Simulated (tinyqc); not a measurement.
Inside a calculation (part 1 of 2). Method: ROHF in the sto-6g basis, for LiH+, spin multiplicity 2. Computed by tinyqc, a small Python program that keeps every step (integrals from PySCF). Settings: charge = 1, multiplicity = 2, basis = sto-6g, energy threshold = 1e-08, iteration cap = 77, orthogonalisation = symmetric, start = core, DIIS depth = 8, method = ROHF. Command: `OMP_NUM_THREADS=1 python tinyqc.py 27438 27439 out.jsonl` (the two numbers bound the seeds that draw the settings). One thread of a shared host (Intel(R) Xeon(R) Processor @ 2.60GHz), about 0.1 s of CPU time with the checks. Later iterations appear only in the table of the cycle.

## One-electron integrals

Geometry (angstrom):
```
atom       x       y       z
Li    0.0000  0.0000  0.0000
H     0.0000  0.0000  1.5200
```

Basis sto-6g: exponents (1/bohr^2) and contraction coefficients of normalised primitives:
```
element  l (shell)  exponent  coefficient
Li           s (1)  167.1758       0.0092
Li           s (1)   30.6515       0.0494
Li           s (1)    8.5752       0.1685
Li           s (1)    2.9458       0.3706
Li           s (1)    1.1439       0.4165
Li           s (1)    0.4711       0.1303
Li           s (2)    6.5976      -0.0133
Li           s (2)    1.3058      -0.0470
Li           s (2)    0.4059      -0.0338
Li           s (2)    0.1561       0.2502
Li           s (2)    0.0678       0.5951
Li           s (2)    0.0311       0.2407
Li           p (3)    6.5976       0.0038
Li           p (3)    1.3058       0.0377
Li           p (3)    0.4059       0.1739
Li           p (3)    0.1561       0.4180
Li           p (3)    0.0678       0.4259
Li           p (3)    0.0311       0.1017
H            s (1)   35.5232       0.0092
H            s (1)    6.5131       0.0494
H            s (1)    1.8221       0.1685
H            s (1)    0.6260       0.3706
H            s (1)    0.2431       0.4165
H            s (1)    0.1001       0.1303
```

Overlap, kinetic and nuclear-attraction integrals over the contracted functions; the nuclear repulsion is the sum of Za Zb / Rab.

nuclear repulsion = 1.044429 hartree

overlap S, lower triangle:
```
         1Li 1s  1Li 2s  1Li 2px  1Li 2py  1Li 2pz   2H 1s
1Li 1s   1.0000
1Li 2s   0.2357  1.0000
1Li 2px  0.0000  0.0000   1.0000
1Li 2py  0.0000  0.0000   0.0000   1.0000
1Li 2pz  0.0000  0.0000   0.0000   0.0000   1.0000
2H 1s    0.0812  0.4173   0.0000   0.0000   0.5254  1.0000
```

kinetic energy T (hartree), lower triangle:
```
          1Li 1s  1Li 2s  1Li 2px  1Li 2py  1Li 2pz   2H 1s
1Li 1s    3.6167
1Li 2s   -0.1107  0.1065
1Li 2px   0.0000  0.0000   0.3200
1Li 2py   0.0000  0.0000   0.0000   0.3200
1Li 2pz   0.0000  0.0000   0.0000   0.0000   0.3200
2H 1s    -0.0160  0.0468   0.0000   0.0000   0.1408  0.7685
```

nuclear attraction V (hartree), lower triangle:
```
          1Li 1s   1Li 2s  1Li 2px  1Li 2py  1Li 2pz    2H 1s
1Li 1s   -8.4153
1Li 2s   -0.9104  -1.4998
1Li 2px   0.0000   0.0000  -1.4659
1Li 2py   0.0000   0.0000   0.0000  -1.4659
1Li 2pz  -0.0187  -0.1263   0.0000   0.0000  -1.5674
2H 1s    -0.3472  -0.7908   0.0000   0.0000  -1.0186  -2.2801
```

core Hamiltonian H = T + V (hartree), lower triangle:
```
          1Li 1s   1Li 2s  1Li 2px  1Li 2py  1Li 2pz    2H 1s
1Li 1s   -4.7985
1Li 2s   -1.0211  -1.3933
1Li 2px   0.0000   0.0000  -1.1459
1Li 2py   0.0000   0.0000   0.0000  -1.1459
1Li 2pz  -0.0187  -0.1263   0.0000   0.0000  -1.2474
2H 1s    -0.3633  -0.7440   0.0000   0.0000  -0.8778  -1.5116
```

## Two-electron integrals

Functions are numbered as in S; the eight-fold symmetry (ij|kl) = (ji|kl) = (kl|ij) leaves the list below.

Two-electron integrals (ij|kl) in chemists' order, unique and non-zero (hartree):
```
(11|11) 1.6812   (21|11) 0.2426   (21|21) 0.0445   (22|11) 0.3972
(22|21) 0.0903   (22|22) 0.2906   (31|31) 0.0094   (32|31) 0.0143
(32|32) 0.0642   (33|11) 0.3972   (33|21) 0.0903   (33|22) 0.2906
(33|33) 0.3131   (41|41) 0.0094   (42|41) 0.0143   (42|42) 0.0642
(43|43) 0.0169   (44|11) 0.3972   (44|21) 0.0903   (44|22) 0.2906
(44|33) 0.2794   (44|44) 0.3131   (51|51) 0.0094   (52|51) 0.0143
(52|52) 0.0642   (53|53) 0.0169   (54|54) 0.0169   (55|11) 0.3972
(55|21) 0.0903   (55|22) 0.2906   (55|33) 0.2794   (55|44) 0.2794
(55|55) 0.3131   (61|11) 0.0853   (61|21) 0.0152   (61|22) 0.0309
(61|33) 0.0305   (61|44) 0.0305   (61|51) 0.0020   (61|52) 0.0039
(61|55) 0.0317   (61|61) 0.0058   (62|11) 0.1637   (62|21) 0.0375
(62|22) 0.1236   (62|33) 0.1178   (62|44) 0.1178   (62|51) 0.0065
(62|52) 0.0350   (62|55) 0.1353   (62|61) 0.0152   (62|62) 0.0819
(63|31) 0.0035   (63|32) 0.0151   (63|53) 0.0057   (63|63) 0.0066
(64|41) 0.0035   (64|42) 0.0151   (64|54) 0.0057   (64|64) 0.0066
(65|11) 0.1927   (65|21) 0.0447   (65|22) 0.1526   (65|33) 0.1426
(65|44) 0.1426   (65|51) 0.0102   (65|52) 0.0539   (65|55) 0.1726
(65|61) 0.0191   (65|62) 0.1119   (65|65) 0.1561   (66|11) 0.3463
(66|21) 0.0810   (66|22) 0.2884   (66|33) 0.2639   (66|44) 0.2639
(66|51) 0.0173   (66|52) 0.1080   (66|55) 0.3374   (66|61) 0.0350
(66|62) 0.2346   (66|65) 0.3348   (66|66) 0.7750
```

## Orthogonalisation

S = U s U^T; symmetric (Loewdin) form X = U s^(-1/2) U^T, so that X^T S X = 1.

eigenvalues of S: 0.3255  0.8023  1.0000  1.0000  1.1620  1.7102

X, lower triangle:
```
          1Li 1s   1Li 2s  1Li 2px  1Li 2py  1Li 2pz   2H 1s
1Li 1s    1.0219
1Li 2s   -0.1231   1.1224
1Li 2px   0.0000   0.0000   1.0000
1Li 2py   0.0000   0.0000   0.0000   1.0000
1Li 2pz  -0.0012   0.1264   0.0000   0.0000   1.1585
2H 1s    -0.0020  -0.3022   0.0000   0.0000  -0.3798  1.2587
```

## Starting guess

The start is the orbitals of the core Hamiltonian; D(s) = C_occ C_occ^T for each spin.

D(alpha) at the start, lower triangle:
```
          1Li 1s  1Li 2s  1Li 2px  1Li 2py  1Li 2pz   2H 1s
1Li 1s    1.0257
1Li 2s   -0.0616  0.0675
1Li 2px   0.0000  0.0000   0.0000
1Li 2py   0.0000  0.0000   0.0000   0.0000
1Li 2pz  -0.0266  0.0704   0.0000   0.0000   0.0750
2H 1s    -0.0721  0.1843   0.0000   0.0000   0.1961  0.5127
```

D(beta) at the start, lower triangle:
```
          1Li 1s   1Li 2s  1Li 2px  1Li 2py  1Li 2pz   2H 1s
1Li 1s    1.0145
1Li 2s   -0.0343   0.0012
1Li 2px   0.0000   0.0000   0.0000
1Li 2py   0.0000   0.0000   0.0000   0.0000
1Li 2pz   0.0024  -0.0001   0.0000   0.0000   0.0000
2H 1s     0.0038  -0.0001   0.0000   0.0000   0.0000  0.0000
```

## Iteration 1: building the Fock matrix

J_ij = sum D_kl (ij|kl) with D = D(alpha) + D(beta), K_ij = sum D_kl (ik|jl) for each spin; F = H + J - K(s); E = tr D H + tr D J / 2 - 0.5 sum_s tr D(s) K(s) + E_nn.

Coulomb J (hartree), lower triangle:
```
         1Li 1s  1Li 2s  1Li 2px  1Li 2py  1Li 2pz   2H 1s
1Li 1s   3.7424
1Li 2s   0.5701  1.0838
1Li 2px  0.0000  0.0000   1.0644
1Li 2py  0.0000  0.0000   0.0000   1.0644
1Li 2pz  0.0166  0.0972   0.0000   0.0000   1.1226
2H 1s    0.2064  0.5423   0.0000   0.0000   0.6865  1.3607
```

exchange K(alpha) (hartree), lower triangle:
```
         1Li 1s  1Li 2s  1Li 2px  1Li 2py  1Li 2pz   2H 1s
1Li 1s   1.6954
1Li 2s   0.2383  0.1548
1Li 2px  0.0000  0.0000   0.0242
1Li 2py  0.0000  0.0000   0.0000   0.0242
1Li 2pz  0.0095  0.1476   0.0000   0.0000   0.2019
2H 1s    0.0957  0.2604   0.0000   0.0000   0.3352  0.6461
```

exchange K(beta) (hartree), lower triangle:
```
         1Li 1s  1Li 2s  1Li 2px  1Li 2py  1Li 2pz   2H 1s
1Li 1s   1.6896
1Li 2s   0.2317  0.0395
1Li 2px  0.0000  0.0000   0.0087
1Li 2py  0.0000  0.0000   0.0000   0.0087
1Li 2pz  0.0017  0.0004   0.0000   0.0000   0.0087
2H 1s    0.0822  0.0137   0.0000   0.0000   0.0019  0.0052
```

F(alpha) (hartree), lower triangle:
```
          1Li 1s   1Li 2s  1Li 2px  1Li 2py  1Li 2pz    2H 1s
1Li 1s   -2.7515
1Li 2s   -0.6893  -0.4643
1Li 2px   0.0000   0.0000  -0.1057
1Li 2py   0.0000   0.0000   0.0000  -0.1057
1Li 2pz  -0.0116  -0.1766   0.0000   0.0000  -0.3267
2H 1s    -0.2525  -0.4621   0.0000   0.0000  -0.5265  -0.7969
```

F(beta) (hartree), lower triangle:
```
          1Li 1s   1Li 2s  1Li 2px  1Li 2py  1Li 2pz    2H 1s
1Li 1s   -2.7458
1Li 2s   -0.6827  -0.3490
1Li 2px   0.0000   0.0000  -0.0902
1Li 2py   0.0000   0.0000   0.0000  -0.0902
1Li 2pz  -0.0039  -0.0294   0.0000   0.0000  -0.1335
2H 1s    -0.2391  -0.2154   0.0000   0.0000  -0.1932  -0.1561
```

total energy of this density = -7.681152 hartree

## Iteration 1: Roothaan effective Fock matrix

With projectors Pc = D(beta) S, Po = (D(alpha) - D(beta)) S, Pv = 1 - D(alpha) S, the block xy is Px^T F Py; with Fc = (F(alpha) + F(beta))/2, the blocks are Fc for cc, oo, vv and cv, F(beta) for co and F(alpha) for ov.

effective F (hartree), lower triangle:
```
          1Li 1s   1Li 2s  1Li 2px  1Li 2py  1Li 2pz    2H 1s
1Li 1s   -2.7486
1Li 2s   -0.6829  -0.3690
1Li 2px   0.0000   0.0000  -0.0979
1Li 2py   0.0000   0.0000   0.0000  -0.0979
1Li 2pz  -0.0041  -0.0653   0.0000   0.0000  -0.1942
2H 1s    -0.2413  -0.3168   0.0000   0.0000  -0.3481  -0.5198
```

## Iteration 1: diagonalisation and new density

Diagonalise F' = X^T F X, C = X C', fill 2 alpha and 1 beta electrons from the bottom; D(s) = C_occ C_occ^T. Each column has its largest component positive (the first on a tie).

F' = X^T F X (hartree), lower triangle:
```
         1        2        3        4        5        6
1  -2.7032
2  -0.3331  -0.1633
3   0.0000   0.0000  -0.0979
4   0.0000   0.0000   0.0000  -0.0979
5   0.0047   0.0596   0.0000   0.0000  -0.0240
6  -0.0590  -0.1968   0.0000   0.0000  -0.2704  -0.3261
```

orbital energies (hartree): MO1 -2.7491, MO2 -0.5289, MO3 -0.1446, MO4 -0.0979, MO5 -0.0979, MO6 0.2061

coefficients C:
```
            MO1      MO2      MO3      MO4     MO5      MO6
1Li 1s   0.9965  -0.1150  -0.2119   0.0000  0.0000  -0.0916
1Li 2s   0.0137   0.1678   0.8965   0.0000  0.0000   0.7418
1Li 2px  0.0000   0.0000   0.0000  -0.0137  0.9999   0.0000
1Li 2py  0.0000   0.0000   0.0000   0.9999  0.0137   0.0000
1Li 2pz  0.0008   0.2012  -0.4992   0.0000  0.0000   1.1012
2H 1s    0.0026   0.8108  -0.1211   0.0000  0.0000  -1.0714
```

D(alpha) after iteration 1, lower triangle:
```
          1Li 1s  1Li 2s  1Li 2px  1Li 2py  1Li 2pz   2H 1s
1Li 1s    1.0062
1Li 2s   -0.0057  0.0283
1Li 2px   0.0000  0.0000   0.0000
1Li 2py   0.0000  0.0000   0.0000   0.0000
1Li 2pz  -0.0223  0.0338   0.0000   0.0000   0.0405
2H 1s    -0.0907  0.1361   0.0000   0.0000   0.1632  0.6574
```

D(beta) after iteration 1, lower triangle:
```
         1Li 1s  1Li 2s  1Li 2px  1Li 2py  1Li 2pz   2H 1s
1Li 1s   0.9929
1Li 2s   0.0136  0.0002
1Li 2px  0.0000  0.0000   0.0000
1Li 2py  0.0000  0.0000   0.0000   0.0000
1Li 2pz  0.0008  0.0000   0.0000   0.0000   0.0000
2H 1s    0.0026  0.0000   0.0000   0.0000   0.0000  0.0000
```

Within a degenerate level the vectors are fixed only up to a rotation; this is one choice.

## Iteration 2: building the Fock matrix

As before.

Coulomb J (hartree), lower triangle:
```
         1Li 1s  1Li 2s  1Li 2px  1Li 2py  1Li 2pz   2H 1s
1Li 1s   3.7123
1Li 2s   0.5672  1.0831
1Li 2px  0.0000  0.0000   1.0618
1Li 2py  0.0000  0.0000   0.0000   1.0618
1Li 2pz  0.0167  0.1011   0.0000   0.0000   1.1258
2H 1s    0.2055  0.5492   0.0000   0.0000   0.6986  1.3985
```

exchange K(alpha) (hartree), lower triangle:
```
         1Li 1s  1Li 2s  1Li 2px  1Li 2py  1Li 2pz   2H 1s
1Li 1s   1.6836
1Li 2s   0.2495  0.1467
1Li 2px  0.0000  0.0000   0.0215
1Li 2py  0.0000  0.0000   0.0000   0.0215
1Li 2pz  0.0028  0.1350   0.0000   0.0000   0.1956
2H 1s    0.0938  0.2576   0.0000   0.0000   0.3426  0.6972
```

exchange K(beta) (hartree), lower triangle:
```
         1Li 1s  1Li 2s  1Li 2px  1Li 2py  1Li 2pz   2H 1s
1Li 1s   1.6764
1Li 2s   0.2474  0.0469
1Li 2px  0.0000  0.0000   0.0098
1Li 2py  0.0000  0.0000   0.0000   0.0098
1Li 2pz  0.0009  0.0002   0.0000   0.0000   0.0098
2H 1s    0.0883  0.0164   0.0000   0.0000   0.0023  0.0064
```

F(alpha) (hartree), lower triangle:
```
          1Li 1s   1Li 2s  1Li 2px  1Li 2py  1Li 2pz    2H 1s
1Li 1s   -2.7699
1Li 2s   -0.7034  -0.4568
1Li 2px   0.0000   0.0000  -0.1056
1Li 2py   0.0000   0.0000   0.0000  -0.1056
1Li 2pz  -0.0049  -0.1601   0.0000   0.0000  -0.3172
2H 1s    -0.2516  -0.4523   0.0000   0.0000  -0.5219  -0.8103
```

F(beta) (hartree), lower triangle:
```
          1Li 1s   1Li 2s  1Li 2px  1Li 2py  1Li 2pz    2H 1s
1Li 1s   -2.7627
1Li 2s   -0.7012  -0.3571
1Li 2px   0.0000   0.0000  -0.0939
1Li 2py   0.0000   0.0000   0.0000  -0.0939
1Li 2pz  -0.0029  -0.0254   0.0000   0.0000  -0.1315
2H 1s    -0.2460  -0.2111   0.0000   0.0000  -0.1815  -0.1196
```

total energy of this density = -7.698091 hartree

## Iteration 2: Roothaan effective Fock matrix

As before.

effective F (hartree), lower triangle:
```
          1Li 1s   1Li 2s  1Li 2px  1Li 2py  1Li 2pz    2H 1s
1Li 1s   -2.7663
1Li 2s   -0.7006  -0.3703
1Li 2px   0.0000   0.0000  -0.0997
1Li 2py   0.0000   0.0000   0.0000  -0.0997
1Li 2pz  -0.0015  -0.0516   0.0000   0.0000  -0.1795
2H 1s    -0.2443  -0.3021   0.0000   0.0000  -0.3269  -0.4966
```

## Iteration 2: DIIS over 2 matrices

error matrix X^T (FDS - SDF) X:
```
         1        2       3       4        5        6
1   0.0000   0.0276  0.0000  0.0000  -0.0051  -0.0056
2  -0.0276   0.0000  0.0000  0.0000  -0.0005   0.0042
3   0.0000   0.0000  0.0000  0.0000   0.0000   0.0000
4   0.0000   0.0000  0.0000  0.0000   0.0000   0.0000
5   0.0051   0.0005  0.0000  0.0000   0.0000   0.0073
6   0.0056  -0.0042  0.0000  0.0000  -0.0073   0.0000
```

B (overlaps of the stored error matrices):
```
               1              2
1  1.0118561e-01  1.3328386e-02
2  1.3328386e-02  1.7823162e-03
```

Minimise |sum c_i e_i|^2 with sum c_i = 1: solve [B -1; -1 0][c; lambda] = [0; -1] with B_ij = tr e_i^T e_j, and take F = sum c_i F_i.

DIIS coefficients: -0.1513  1.1513

extrapolated F (hartree), lower triangle:
```
          1Li 1s   1Li 2s  1Li 2px  1Li 2py  1Li 2pz    2H 1s
1Li 1s   -2.7690
1Li 2s   -0.7033  -0.3705
1Li 2px   0.0000   0.0000  -0.1000
1Li 2py   0.0000   0.0000   0.0000  -0.1000
1Li 2pz  -0.0011  -0.0495   0.0000   0.0000  -0.1773
2H 1s    -0.2448  -0.2998   0.0000   0.0000  -0.3237  -0.4931
```

## Iteration 2: diagonalisation and new density

As before.

F' = X^T F X (hartree), lower triangle:
```
         1        2        3        4        5        6
1  -2.7195
2  -0.3523  -0.1663
3   0.0000   0.0000  -0.1000
4   0.0000   0.0000   0.0000  -0.1000
5   0.0056   0.0680   0.0000   0.0000  -0.0159
6  -0.0603  -0.1825   0.0000   0.0000  -0.2532  -0.3140
```

orbital energies (hartree): MO1 -2.7701, MO2 -0.4962, MO3 -0.1487, MO4 -0.1000, MO5 -0.1000, MO6 0.1994

coefficients C:
```
            MO1      MO2      MO3      MO4     MO5      MO6
1Li 1s   0.9949  -0.1139  -0.2186   0.0000  0.0000  -0.0942
1Li 2s   0.0206   0.1527   0.9012   0.0000  0.0000   0.7392
1Li 2px  0.0000   0.0000   0.0000  -0.0246  0.9997   0.0000
1Li 2py  0.0000   0.0000   0.0000   0.9997  0.0246   0.0000
1Li 2pz  0.0005   0.1867  -0.4923   0.0000  0.0000   1.1069
2H 1s    0.0007   0.8274  -0.1235   0.0000  0.0000  -1.0584
```

D(alpha) after iteration 2, lower triangle:
```
          1Li 1s  1Li 2s  1Li 2px  1Li 2py  1Li 2pz   2H 1s
1Li 1s    1.0028
1Li 2s    0.0031  0.0237
1Li 2px   0.0000  0.0000   0.0000
1Li 2py   0.0000  0.0000   0.0000   0.0000
1Li 2pz  -0.0208  0.0285   0.0000   0.0000   0.0349
2H 1s    -0.0935  0.1264   0.0000   0.0000   0.1545  0.6846
```

D(beta) after iteration 2, lower triangle:
```
         1Li 1s  1Li 2s  1Li 2px  1Li 2py  1Li 2pz   2H 1s
1Li 1s   0.9898
1Li 2s   0.0205  0.0004
1Li 2px  0.0000  0.0000   0.0000
1Li 2py  0.0000  0.0000   0.0000   0.0000
1Li 2pz  0.0005  0.0000   0.0000   0.0000   0.0000
2H 1s    0.0007  0.0000   0.0000   0.0000   0.0000  0.0000
```

Within a degenerate level the vectors are fixed only up to a rotation; this is one choice.

## Iteration 3: building the Fock matrix

As before.

Coulomb J (hartree), lower triangle:
```
         1Li 1s  1Li 2s  1Li 2px  1Li 2py  1Li 2pz   2H 1s
1Li 1s   3.7070
1Li 2s   0.5667  1.0829
1Li 2px  0.0000  0.0000   1.0613
1Li 2py  0.0000  0.0000   0.0000   1.0613
1Li 2pz  0.0167  0.1018   0.0000   0.0000   1.1262
2H 1s    0.2054  0.5504   0.0000   0.0000   0.7006  1.4048
```

exchange K(alpha) (hartree), lower triangle:
```
         1Li 1s  1Li 2s  1Li 2px  1Li 2py  1Li 2pz   2H 1s
1Li 1s   1.6812
1Li 2s   0.2512  0.1454
1Li 2px  0.0000  0.0000   0.0211
1Li 2py  0.0000  0.0000   0.0000   0.0211
1Li 2pz  0.0020  0.1327   0.0000   0.0000   0.1939
2H 1s    0.0936  0.2570   0.0000   0.0000   0.3432  0.7055
```

exchange K(beta) (hartree), lower triangle:
```
         1Li 1s  1Li 2s  1Li 2px  1Li 2py  1Li 2pz   2H 1s
1Li 1s   1.6742
1Li 2s   0.2493  0.0479
1Li 2px  0.0000  0.0000   0.0100
1Li 2py  0.0000  0.0000   0.0000   0.0100
1Li 2pz  0.0003  0.0001   0.0000   0.0000   0.0100
2H 1s    0.0885  0.0166   0.0000   0.0000   0.0023  0.0064
```

F(alpha) (hartree), lower triangle:
```
          1Li 1s   1Li 2s  1Li 2px  1Li 2py  1Li 2pz    2H 1s
1Li 1s   -2.7728
1Li 2s   -0.7056  -0.4558
1Li 2px   0.0000   0.0000  -0.1057
1Li 2py   0.0000   0.0000   0.0000  -0.1057
1Li 2pz  -0.0040  -0.1572   0.0000   0.0000  -0.3151
2H 1s    -0.2515  -0.4506   0.0000   0.0000  -0.5205  -0.8123
```

F(beta) (hartree), lower triangle:
```
          1Li 1s   1Li 2s  1Li 2px  1Li 2py  1Li 2pz    2H 1s
1Li 1s   -2.7657
1Li 2s   -0.7037  -0.3583
1Li 2px   0.0000   0.0000  -0.0945
1Li 2py   0.0000   0.0000   0.0000  -0.0945
1Li 2pz  -0.0024  -0.0246   0.0000   0.0000  -0.1312
2H 1s    -0.2464  -0.2102   0.0000   0.0000  -0.1795  -0.1132
```

total energy of this density = -7.698402 hartree

## Iteration 3: Roothaan effective Fock matrix

As before.

effective F (hartree), lower triangle:
```
          1Li 1s   1Li 2s  1Li 2px  1Li 2py  1Li 2pz    2H 1s
1Li 1s   -2.7693
1Li 2s   -0.7032  -0.3705
1Li 2px   0.0000   0.0000  -0.1001
1Li 2py   0.0000   0.0000   0.0000  -0.1001
1Li 2pz  -0.0011  -0.0495   0.0000   0.0000  -0.1774
2H 1s    -0.2448  -0.2995   0.0000   0.0000  -0.3232  -0.4920
```

## Iteration 3: DIIS over 3 matrices

error matrix X^T (FDS - SDF) X:
```
         1        2       3       4       5        6
1   0.0000  -0.0003  0.0000  0.0000  0.0000   0.0001
2   0.0003   0.0000  0.0000  0.0000  0.0000  -0.0002
3   0.0000   0.0000  0.0000  0.0000  0.0000   0.0000
4   0.0000   0.0000  0.0000  0.0000  0.0000   0.0000
5   0.0000   0.0000  0.0000  0.0000  0.0000  -0.0003
6  -0.0001   0.0002  0.0000  0.0000  0.0003   0.0000
```

B (overlaps of the stored error matrices), lower triangle:
```
                1               2              3
1   1.0118561e-01
2   1.3328386e-02   1.7823162e-03
3  -1.8087490e-04  -2.5137902e-05  5.2340201e-07
```

As before.

DIIS coefficients: -0.0050  0.0510  0.9540

extrapolated F (hartree), lower triangle:
```
          1Li 1s   1Li 2s  1Li 2px  1Li 2py  1Li 2pz    2H 1s
1Li 1s   -2.7693
1Li 2s   -0.7032  -0.3705
1Li 2px   0.0000   0.0000  -0.1001
1Li 2py   0.0000   0.0000   0.0000  -0.1001
1Li 2pz  -0.0011  -0.0495   0.0000   0.0000  -0.1774
2H 1s    -0.2448  -0.2995   0.0000   0.0000  -0.3233  -0.4921
```
